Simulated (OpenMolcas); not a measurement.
# Si2NH7 (SMILES [SiH3]N[SiH3]), step by step

Wanted: a single-point energy (HF/ANO-R0), then the energy (CASSCF(2,2)/ANO-R1), then the energy along one coordinate (CASPT2(2,2)/ANO-R1), then an energy scan (SC-NEVPT2(2,2)/ANO-R1), then an energy scan (MC-PDFT[tPBE](2,2)/ANO-R1) of Si2NH7. 

The results are computed with OpenMolcas 26.06.

### 1 The system as given

Si2NH7: 10 atoms, total charge 0, spin state singlet. SMILES: `[SiH3]N[SiH3]`. The shape is that of a PBE0-D4/def2-TZVP optimisation.

Bond lengths: Si1–N2 1.726 Å, N2–Si3 1.726 Å, Si1–H4 1.484 Å, Si1–H5 1.490 Å, Si1–H6 1.488 Å, N2–H7 1.011 Å, Si3–H8 1.484 Å, Si3–H9 1.488 Å, Si3–H10 1.490 Å. Some angles: Si1–N2–Si3 128.9°, Si1–N2–H7 115.5°, Si3–N2–H7 115.5°, N2–Si1–H4 107.4°, N2–Si1–H5 112.6°, N2–Si1–H6 110.9°, N2–Si3–H8 107.4°, N2–Si3–H9 110.9°, N2–Si3–H10 112.6°, H4–Si1–H5 109.0°.

### 2 The energy at HF/ANO-R0 (sfX2C) (run 1)

File struct.xyz:

```xyz
10

Si    -1.042800     0.758390    -0.879990
N      0.119990     0.500410     0.368670
Si     0.995830    -0.935260     0.755390
H     -1.373610    -0.567260    -1.458240
H     -0.532280     1.645360    -1.962590
H     -2.274280     1.393560    -0.336440
H      0.361990     1.317290     0.912940
H      0.403090    -2.042290    -0.034740
H      0.897240    -1.243020     2.208320
H      2.444830    -0.827180     0.426680
```

File step1.input:

```
* H7NSi2 Hartree-Fock
>>> EXPORT MOLCAS_PRINT=2
&gateway
coord=struct.xyz
basis=ANO-R0
group=NoSym
&seward
&scf
prorbitals=0
&localisation
occupied
freeze
pipek-mezey
&localisation
fileorb=$Project.LocOrb
virtual
pipek-mezey
```

The run is started by

```console
$ export MOLCAS_MEM=1860
$ pymolcas step1.input > step1.log
```

Output:

```text
--- Start Module: gateway ---
[...]
--- Stop Module: gateway /rc=_RC_ALL_IS_WELL_ ---
[...]
      Basis functions           30
[...]
       Convergence after  11 Iterations
[...]
::    Total SCF energy                               -636.8437458778
[...]
      Total spin, S                                     0.0000000000
[...]
      Total electronic charge=   42.000000
      Total            charge=   -0.000000
[...]
      Dipole Moment (debye):
      Origin of the operator (angstrom)=    0.0038    0.0225    0.0186
                   X=  3.0029E-01               Y=  1.3492E+00               Z=  1.0229E+00           Total=  1.7196E+00
      Quadrupole Moment (debye*angstrom):
[...]
--- Start Module: localisation ---
[...]
--- Stop Module: localisation /rc=_RC_ALL_IS_WELL_ ---
--- Start Module: localisation ---
[...]
--- Stop Module: localisation /rc=_RC_ALL_IS_WELL_ ---
[...]
```

Run time: 2.2 s. Hardware: 1 thread of AMD EPYC 9R45 (Zen 5), shared host; peak memory 0.38 GiB.

### 3 The energy at CASSCF(2,2)/ANO-R1 (sfX2C, RICD fitting) (run 2)

struct.xyz is that of step 2.

File step2.inp:

```
&GATEWAY
Coord=struct.xyz
Basis=ANO-R0
Group=NoSym
&SEWARD
&RASSCF
FileOrb=$CurrDir/step1.LocOrb
Alter=2
1 12 21
1 22 29
Spin=1
Nactel=2 0 0
Inactive=20
Ras2=2
OrbListing=Nothing
>>> COPY $Project.RunFile RUNFIL1
>>> COPY $Project.RasOrb INPORB
&GATEWAY
Coord=struct.xyz
Basis=ANO-R1
Group=NoSym
RICD
&SEWARD
>>> COPY $Project.RunFile RUNFIL2
&EXPBAS
&RASSCF
FileOrb=$Project.ExpOrb
Spin=1
Nactel=2 0 0
Inactive=20
Ras2=2
OrbListing=Nothing
OrbAppear=Compact
```

The run is started by

```console
$ export MOLCAS_MEM=1860
$ pymolcas step2.inp > step2.log
```

Output:

```text
--- Start Module: gateway ---
[...]
--- Stop Module: gateway /rc=_RC_ALL_IS_WELL_ ---
[...]
      Basis functions           30
[...]
      Number of active orbitals                  2
[...]
      Spin quantum number                      0.0
[...]
      Active orbitals                            2
[...]
      Number of CSFs                             3
[...]
      Number of root(s) required                 1
[...]
      Convergence after 11 iterations
[...]
      printout of CI-coefficients larger than  0.05 for root  1
      energy=    -636.857254
      conf/sym  11     Coeff  Weight
             1  20   0.99519 0.99041
             3  02  -0.09795 0.00959
      Natural orbitals and occupation numbers for root  1
      sym 1:   1.980812   0.019188
      ************************************************************************************************************************
      *                                                    Final results                                                     *
[...]
::    RASSCF root number  1 Total energy:   -636.85725368
[...]
      Basis functions           85
[...]
--- Start Module: expbas ---
[...]
--- Stop Module: expbas /rc=_RC_ALL_IS_WELL_ ---
--- Start Module: rasscf ---
[...]
      Convergence after 13 iterations
[...]
      Natural orbitals and occupation numbers for root  1
      sym 1:   1.983703   0.016297
      ************************************************************************************************************************
      *                                                    Final results                                                     *
[...]
::    RASSCF root number  1 Total energy:   -637.71845395
[...]
      Total electronic charge=   42.000000
      Total            charge=   -0.000000
[...]
      Dipole Moment (debye):
      Origin of the operator (angstrom)=    0.0038    0.0225    0.0186
                   X=  2.1536E-01               Y=  6.9201E-01               Z=  4.4830E-01           Total=  8.5219E-01
      Quadrupole Moment (debye*angstrom):
[...]
--- Stop Module: rasscf /rc=_RC_ALL_IS_WELL_ ---
[...]
```

Run time: 6.9 s. Hardware: 1 thread of AMD EPYC 9R45 (Zen 5), shared host; peak memory 0.38 GiB.

### 4 The energy along one coordinate at CASPT2(2,2)/ANO-R1 (sfX2C, RICD fitting, ipea shift 0.25 Eh, pt2 variant SS) (run 3)

File step3.input:

```
>>> EXPORT MOLCAS_PRINT=2
>>> COPY $CurrDir/step2.RasOrb $Project.RasOrb
>>> ForEach K in (1, 2, 3, 4, 5, 6, 7, 8, 9)
&GATEWAY
Coord
$CurrDir/point$K.xyz
Basis
ANO-R1
Group
NoSym
RICD
&SEWARD
&RASSCF
FileOrb
$Project.RasOrb
Spin
1
Nactel
2 0 0
Inactive
20
Ras2
2
OrbListing
Nothing
OrbAppear
Compact
&CASPT2
Imaginary
0.2
Frozen
11
>>> EndDo
```

The run is started by

```console
$ export MOLCAS_MEM=1860
$ pymolcas step3.input > step3.log
```

Output:

```text
[...]
      Basis functions           85
[...]
      Number of active orbitals                  2
[...]
      Spin quantum number                      0.0
[...]
      Active orbitals                            2
[...]
      Number of CSFs                             3
[...]
      Number of root(s) required                 1
[...]
      Convergence after 12 iterations
[...]
      Natural orbitals and occupation numbers for root  1
      sym 1:   1.988824   0.011176
      ************************************************************************************************************************
      *                                                    Final results                                                     *
[...]
::    RASSCF root number  1 Total energy:   -637.70631975
[...]
::    CASPT2 Root  1     Total energy:   -638.07107794
[...]
      Convergence after 12 iterations
[...]
      Natural orbitals and occupation numbers for root  1
      sym 1:   1.983697   0.016303
      ************************************************************************************************************************
      *                                                    Final results                                                     *
[...]
      Convergence after 14 iterations
[...]
      Natural orbitals and occupation numbers for root  1
      sym 1:   1.843591   0.156409
      ************************************************************************************************************************
      *                                                    Final results                                                     *
[...]
      Convergence after 14 iterations
[...]
      Natural orbitals and occupation numbers for root  1
      sym 1:   1.691351   0.308649
      ************************************************************************************************************************
      *                                                    Final results                                                     *
[...]
      Convergence after 17 iterations
[...]
      Natural orbitals and occupation numbers for root  1
      sym 1:   1.425994   0.574006
      ************************************************************************************************************************
      *                                                    Final results                                                     *
[...]
::    RASSCF root number  1 Total energy:   -637.54814259
[...]
::    CASPT2 Root  1     Total energy:   -637.89702138
[...]
      Convergence after 19 iterations
[...]
::    RASSCF root number  1 Total energy:   -637.54824402
[...]
::    CASPT2 Root  1     Total energy:   -637.89306059
[...]
```

Run time: 42 s. Hardware: 1 thread of AMD EPYC 9R45 (Zen 5), shared host; peak memory 0.086 GiB.

The scan, from its lowest point:

| H7–N2 (Å) | energy (kJ/mol) |
| --- | --- |
| 0.910 | 31.7 |
| 1.011 | 0.0 |
| 1.112 | 15.9 |
| 1.264 | 81.3 |
| 1.466 | 189.9 |
| 1.719 | 312.9 |
| 2.022 | 417.0 |
| 2.426 | 488.7 |
| 3.033 | 499.1 |

### 5 An energy scan at SC-NEVPT2(2,2)/ANO-R1 (sfX2C, RICD fitting, pt2 variant SC-NEVPT2) (run 4)

File step4.inp:

```
>>> COPY $CurrDir/step2.RasOrb $Project.RasOrb
>>> ForEach K in (1, 2, 3, 4, 5, 6, 7, 8, 9)
&GATEWAY
COORD=$CurrDir/point$K.xyz
BASIS=ANO-R1
GROUP=NoSym
RICD
&SEWARD
&RASSCF
FILEORB=$Project.RasOrb
SPIN=1
NACTEL=2 0 0
INACTIVE=20
RAS2=2
ORBLISTING=Nothing
ORBAPPEAR=Compact
&CASPT2
SC-NEVPT2
FROZEN=11
>>> EndDo
```

The run is started by

```console
$ export MOLCAS_MEM=1860
$ pymolcas step4.inp > step4.log
```

Output:

```text
[...]
      Basis functions           85
[...]
      Number of active orbitals                  2
[...]
      Spin quantum number                      0.0
[...]
      Active orbitals                            2
[...]
      Number of CSFs                             3
[...]
      Number of root(s) required                 1
[...]
      Convergence after 12 iterations
[...]
      printout of CI-coefficients larger than  0.05 for root  1
      energy=    -637.706320
      conf/sym  11     Coeff  Weight
             1  20   0.99720 0.99441
             3  02  -0.07475 0.00559
      Natural orbitals and occupation numbers for root  1
      sym 1:   1.988824   0.011176
      ************************************************************************************************************************
      *                                                    Final results                                                     *
[...]
::    RASSCF root number  1 Total energy:   -637.70631975
[...]
      E2 (Variational):          -0.3622399032
[...]
::    SC-NEVPT2 Root  1     Total energy:   -638.06849990
[...]
      Convergence after 12 iterations
[...]
      Natural orbitals and occupation numbers for root  1
      sym 1:   1.983697   0.016303
      ************************************************************************************************************************
      *                                                    Final results                                                     *
[...]
      Convergence after 14 iterations
[...]
      Natural orbitals and occupation numbers for root  1
      sym 1:   1.843591   0.156409
      ************************************************************************************************************************
      *                                                    Final results                                                     *
[...]
      Convergence after 14 iterations
[...]
      Natural orbitals and occupation numbers for root  1
      sym 1:   1.691351   0.308649
      ************************************************************************************************************************
      *                                                    Final results                                                     *
[...]
      Convergence after 17 iterations
[...]
::    RASSCF root number  1 Total energy:   -637.54814259
[...]
::    SC-NEVPT2 Root  1     Total energy:   -637.89336345
[...]
      Convergence after 19 iterations
[...]
::    RASSCF root number  1 Total energy:   -637.54824402
[...]
      E2 (Variational):          -0.3416942452
[...]
      Reference weight:           0.88243
[...]
::    SC-NEVPT2 Root  1     Total energy:   -637.88993827
[...]
```

Run time: 40 s. Hardware: 1 thread of AMD EPYC 9R45 (Zen 5), shared host; peak memory 0.086 GiB.

The scan, from its lowest point:

| H7–N2 (Å) | energy (kJ/mol) |
| --- | --- |
| 0.910 | 33.7 |
| 1.011 | 0.0 |
| 1.112 | 14.2 |
| 1.264 | 77.8 |
| 1.466 | 186.1 |
| 1.719 | 311.7 |
| 2.022 | 419.8 |
| 2.426 | 493.5 |
| 3.033 | 502.5 |

### 6 The energy along one coordinate at MC-PDFT[tPBE](2,2)/ANO-R1 (sfX2C, RICD fitting) (run 5)

File step5.inp:

```
* H7NSi2 MC-PDFT
>>> COPY $CurrDir/step2.RasOrb $Project.RasOrb
>>> ForEach K in (1, 2, 3, 4, 5, 6, 7, 8, 9)
&GATEWAY
Coord = $CurrDir/point$K.xyz
Basis = ANO-R1
Group = NoSym
RICD
&SEWARD
&RASSCF
FileOrb = $Project.RasOrb
Spin = 1
Nactel = 2 0 0
Inactive = 20
Ras2 = 2
OrbListing = Nothing
OrbAppear = Compact
&MCPDFT
KSDFT = T:PBE
>>> EndDo
```

The run is started by

```console
$ export MOLCAS_MEM=1860
$ pymolcas step5.inp > step5.log
```

Output:

```text
--- Start Module: gateway ---
[...]
      Basis functions           85
[...]
      Number of active orbitals                  2
[...]
      Spin quantum number                      0.0
[...]
      Active orbitals                            2
[...]
      Number of CSFs                             3
[...]
      Number of root(s) required                 1
[...]
      Convergence after 12 iterations
[...]
      printout of CI-coefficients larger than  0.05 for root  1
      energy=    -637.706320
      conf/sym  11     Coeff  Weight
             1  20   0.99720 0.99441
             3  02  -0.07475 0.00559
      Natural orbitals and occupation numbers for root  1
      sym 1:   1.988824   0.011176
      ************************************************************************************************************************
      *                                                    Final results                                                     *
[...]
::    RASSCF root number  1 Total energy:   -637.70631975
[...]
::    MCPDFT root number  1 Total energy:   -638.83518335
[...]
      Convergence after 12 iterations
[...]
      Natural orbitals and occupation numbers for root  1
      sym 1:   1.983697   0.016303
      ************************************************************************************************************************
      *                                                    Final results                                                     *
[...]
      Convergence after 14 iterations
[...]
      Natural orbitals and occupation numbers for root  1
      sym 1:   1.843591   0.156409
      ************************************************************************************************************************
      *                                                    Final results                                                     *
[...]
      Convergence after 14 iterations
[...]
      Natural orbitals and occupation numbers for root  1
      sym 1:   1.691351   0.308649
      ************************************************************************************************************************
      *                                                    Final results                                                     *
[...]
      Convergence after 17 iterations
[...]
::    RASSCF root number  1 Total energy:   -637.54814259
[...]
::    MCPDFT root number  1 Total energy:   -638.65564401
[...]
      Convergence after 19 iterations
[...]
::    RASSCF root number  1 Total energy:   -637.54824402
[...]
      Total electronic charge=   42.000000
      Total            charge=   -0.000000
[...]
::    MCPDFT root number  1 Total energy:   -638.65155915
[...]
```

It took 46 s on 1 thread of AMD EPYC 9R45 (Zen 5), shared host; peak memory 0.086 GiB.

The scan, from its lowest point:

| H7–N2 (Å) | energy (kJ/mol) |
| --- | --- |
| 0.910 | 32.5 |
| 1.011 | 0.0 |
| 1.112 | 14.7 |
| 1.264 | 78.3 |
| 1.466 | 186.1 |
| 1.719 | 312.1 |
| 2.022 | 424.0 |
| 2.426 | 503.9 |
| 3.033 | 514.6 |

### 7 Outcome

```
                                                   quantity          value
                             run 1, HF/ANO-R0: total energy  -636.84375 Eh
                            run 1, HF/ANO-R0: dipole moment         1.72 D
                              run 1, HF/ANO-R0: HOMO energy      -11.62 eV
                              run 1, HF/ANO-R0: LUMO energy        2.34 eV
                            run 1, HF/ANO-R0: HOMO–LUMO gap       13.96 eV
                    run 2, CASSCF(2,2)/ANO-R1: total energy  -637.71845 Eh
  run 2, CASSCF(2,2)/ANO-R1: dipole moment (CASSCF density)         0.85 D
       run 3, CASPT2(2,2)/ANO-R1: lowest energy of the scan  -638.08317 Eh
    run 4, SC-NEVPT2(2,2)/ANO-R1: lowest energy of the scan  -638.08133 Eh
run 5, MC-PDFT[tPBE](2,2)/ANO-R1: lowest energy of the scan  -638.84756 Eh
```

What this shows: Mulliken charges (run 1, HF/ANO-R0) run from -0.68 on N2 to +0.34 on Si1.
